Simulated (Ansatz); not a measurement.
**One shape, several levels: doublet [BF2]2+**

Wanted: a comparison of 6 runs (UHF/3-21G, UHF/cc-pVTZ, U-revPBE/cc-pVTZ, UBLYP/cc-pVTZ, UPBE0/cc-pVTZ, RPA@PBE0/cc-pVTZ) of doublet [BF2]2+. 

The calculation is run with Ansatz 0.2.0.

6 further runs of the same task are left out: 3 that didn't finish, 3 set aside as unsound or not needed.

**1. The system as given**

The species is [BF2]2+ (3 atoms), meant as a doublet with charge +2. SMILES of the parent species: `F[B+]F`. The shape is that of a PBE0-D4/def2-TZVP optimisation. That shape belongs to the parent species and isn't relaxed for this state.

Bond lengths: F1–B2 1.226 Å, B2–F3 1.226 Å. Angles: F1–B2–F3 180.0°.

**2. A single-point energy at UHF/3-21G (run 1)**

File molecule.yaml:

```yaml
crystal:
  periodic: [false, false, false]
  atoms:
    - {symbol: F, position_ang: [0.329710, 1.140520, 0.307700]}
    - {symbol: B, position_ang: [0.000000, -0.000000, 0.000000]}
    - {symbol: F, position_ang: [-0.329720, -1.140520, -0.307700]}
basis:
  gaussian:
    orbitals: 3-21G.json
hamiltonian:
  xc: hf
total_charge: 2
magnetization:
  spin_polarized: true
  initial_magnetization: 1
output:
  orbitals: {seedname: orbitals}
accuracy: high
```

The basis set 3-21G is read from a file made from the Basis Set Exchange's data (not shown).

Launch:

```console
$ ansatz run molecule.yaml --threads 1 --pin off --max-ram 3480MiB --events-out events.jsonl --progress --plain --runs-dir runs
```

The log of the run:

```text
Warning: RAYON_NUM_THREADS=1 ignored (pool sized by the plan → 1); use --threads N
Functional definition: HF
  name "HF"
  exchange = exact_x
  correlation = 0
502 factors; integrals over basis functions are off by at most 3.8e-9 eV
mean field evaluation 1: about -6011.0004 eV, gradient 4.2e1 eV
mean field evaluation 2: about -6011.0223 eV, gradient 4.2e1 eV
mean field evaluation 4: about -6017.0606 eV, gradient 2.7e0 eV
mean field evaluation 8: about -6017.2193 eV, gradient 1.1e-1 eV
mean field evaluation 16: about -6017.2194 eV, gradient 2.8e-4 eV
mean field evaluation 32: about -6017.2706 eV, gradient 1.3e0 eV
mean field evaluation 64: about -6017.3807 eV, gradient 9.1e-1 eV
mean field evaluation 96: about -6017.3966 eV, gradient 7.7e-2 eV
mean field evaluation 128: about -6017.3968 eV, gradient 1.0e-2 eV
mean field evaluation 160: about -6017.3968 eV, gradient 1.1e-2 eV
mean field evaluation 192: about -6017.1409 eV, gradient 1.3e0 eV
mean field -6017.39683787 eV, -221.1352550537 hartree, gradient 2.5e-8 eV, S^2 0.764920; 5 other end points of the search recorded, 0 dependent functions left out
reference -6017.39683787 eV, -221.1352550537 hartree; 11, 10 occupied and 16, 17 virtual orbitals, 502 factors
Total energy: -6017.39683787 eV, -221.1352550537 hartree
```

Run time: 0.44 s. Hardware: 1 thread of Arm Neoverse V2, shared host.

**3. The energy at UHF/cc-pVTZ (run 2)**

File molecule.yaml:

```yaml
crystal:
  periodic: [false, false, false]
  atoms:
    - {symbol: F, position_ang: [0.329710, 1.140520, 0.307700]}
    - {symbol: B, position_ang: [0.000000, -0.000000, 0.000000]}
    - {symbol: F, position_ang: [-0.329720, -1.140520, -0.307700]}
basis:
  gaussian: {orbitals: cc-pVTZ}
total_charge: 2
magnetization: {spin_polarized: true, initial_magnetization: 1}
hamiltonian: {xc: hf}
accuracy: high
output: {orbitals: {seedname: orbitals}}
```

Launch:

```console
$ ansatz run molecule.yaml --threads 1 --pin off --max-ram 3480MiB --events-out events.jsonl --progress --plain --runs-dir runs
```

The log of the run, cut to the lines that bear on the results:

```text
Warning: RAYON_NUM_THREADS=1 ignored (pool sized by the plan → 1); use --threads N
Functional definition: HF
  name "HF"
[...]
1356 factors; integrals over basis functions are off by at most 4.1e-9 eV
[...]
mean field -6053.48182112 eV, -222.4613537290 hartree, gradient 8.6e-8 eV, S^2 0.757859; 5 other end points of the search recorded, 0 dependent functions left out
reference -6053.48182112 eV, -222.4613537290 hartree; 11, 10 occupied and 79, 80 virtual orbitals, 1356 factors
Total energy: -6053.48182112 eV, -222.4613537290 hartree
```

Run time: 5.7 s. Hardware: 1 thread of Arm Neoverse V2, shared host; peak memory 0.21 GiB.

**4. The energy at U-revPBE/cc-pVTZ (run 3)**

File job.yaml:

```yaml
crystal:
  periodic: [false, false, false]
  atoms:
    - {symbol: F, position_ang: [0.329710, 1.140520, 0.307700]}
    - {symbol: B, position_ang: [0.000000, -0.000000, 0.000000]}
    - {symbol: F, position_ang: [-0.329720, -1.140520, -0.307700]}
basis:
  gaussian:
    orbitals: cc-pVTZ
total_charge: 2
magnetization:
  spin_polarized: true
  initial_magnetization: 1
hamiltonian:
  xc: {name: revPBE}
accuracy: high
output: {orbitals: {seedname: orbitals}}
```

Launch:

```console
$ ansatz run job.yaml --threads 1 --pin off --max-ram 3480MiB --events-out events.jsonl --progress --plain --runs-dir runs
```

The log of the run:

```text
Warning: RAYON_NUM_THREADS=1 ignored (pool sized by the plan → 1); use --threads N
Functional definition: revPBE
  name "revPBE"
  parameter kappa = 1.245
  parameter beta = 0.06672455060314922
  exchange = pbe_x(kappa = kappa, mu = beta*pi^2/3)
  correlation = pbe_c(beta = beta)
1356 factors; integrals over basis functions are off by at most 4.1e-9 eV
mean field evaluation 1: about -6060.1026 eV, gradient 8.4e1 eV
mean field evaluation 2: about -6009.3756 eV, gradient 1.5e2 eV
mean field evaluation 4: about -6077.0331 eV, gradient 2.5e0 eV
mean field evaluation 8: about -6077.0466 eV, gradient 4.9e-1 eV
mean field evaluation 16: about -6077.0475 eV, gradient 5.3e-6 eV
mean field evaluation 32: about -6076.8974 eV, gradient 7.9e0 eV
mean field -6077.04751519 eV, -223.3273770125 hartree, gradient 8.8e-8 eV, S^2 0.756390; 5 other end points of the search recorded, 0 dependent functions left out
reference -6077.04751756 eV, -223.3273770994 hartree; 11, 10 occupied and 79, 80 virtual orbitals, 1356 factors
Total energy: -6077.04751756 eV, -223.3273770994 hartree
```

It took 17 s on 1 thread of Arm Neoverse V2, shared host; peak memory 0.21 GiB.

Runs 4 to 5 aren't shown in full; the table further down has their settings and results.

**5. A single-point energy at RPA@PBE0/cc-pVTZ (run 6)**

File input.yaml:

```yaml
crystal:
  periodic: [false, false, false]
  atoms:
    - symbol: F
      position_ang: [0.329710, 1.140520, 0.307700]
    - symbol: B
      position_ang: [0.000000, -0.000000, 0.000000]
    - symbol: F
      position_ang: [-0.329720, -1.140520, -0.307700]
basis:
  gaussian: {orbitals: cc-pVTZ}
total_charge: 2
magnetization: {spin_polarized: true, initial_magnetization: 1}
hamiltonian: {xc: pbe0}
accuracy: high
correlation: {method: rpa, frozen_orbitals: {B: 1, F: 1}}
```

Launch:

```console
$ ansatz run input.yaml --threads 1 --pin off --max-ram 3480MiB --events-out events.jsonl --progress --plain --runs-dir runs
```

The log of the run, cut to the lines that bear on the results:

```text
Warning: RAYON_NUM_THREADS=1 ignored (pool sized by the plan → 1); use --threads N
Functional definition: PBE0
  name "PBE0"
[...]
1356 factors; integrals over basis functions are off by at most 4.1e-9 eV
[...]
mean field -6072.33064478 eV, -223.1540352220 hartree, gradient 8.4e-9 eV, S^2 0.770912; 6 other end points of the search recorded, 0 dependent functions left out
3 core orbitals not correlated: weight in the atoms' cores, before any rotation towards them, 1.000 or more for the frozen orbitals, at most 0.000 for the correlated occupied ones
reference -6052.30986286 eV, -222.4182850573 hartree; 8, 7 occupied and 79, 80 virtual orbitals, 1356 factors
Total energy: -6073.76421062 eV, -223.2067177950 hartree
```

It took 47 s on 1 thread of Arm Neoverse V2, shared host; peak memory 0.27 GiB.

**6. Overview of the runs**

```csv
run,level,frozen core orbitals,energy (Eh),HOMO energy (eV),LUMO energy (eV),⟨S²⟩,wall time
1,UHF/3-21G,–,-221.135255,-36.31,-23.68,0.765,0.44 s
2,UHF/cc-pVTZ,–,-222.461354,-36.10,-23.11,0.758,5.7 s
3,U-revPBE/cc-pVTZ,–,-223.327377,-31.08,-30.70,0.756,17 s
4,UBLYP/cc-pVTZ,–,-223.387098,-31.11,-30.74,0.756,23 s
5,UPBE0/cc-pVTZ,–,-223.154035,-32.87,-29.58,0.771,19 s
6,RPA@PBE0/cc-pVTZ,3,-223.206718,–,–,0.771,47 s
```

**7. Summary of results**

| quantity | value |
| --- | --- |
| run 6: total energy | -223.20672 Eh |
| run 6: RPA correlation energy (valence) | -788.4 mEh |
| run 6: ⟨S²⟩ of the reference determinant | 0.771 |

**Reading.** Totals of different functionals can't be ranked against each other. All runs together took 1.9 min, the longest 47 s.
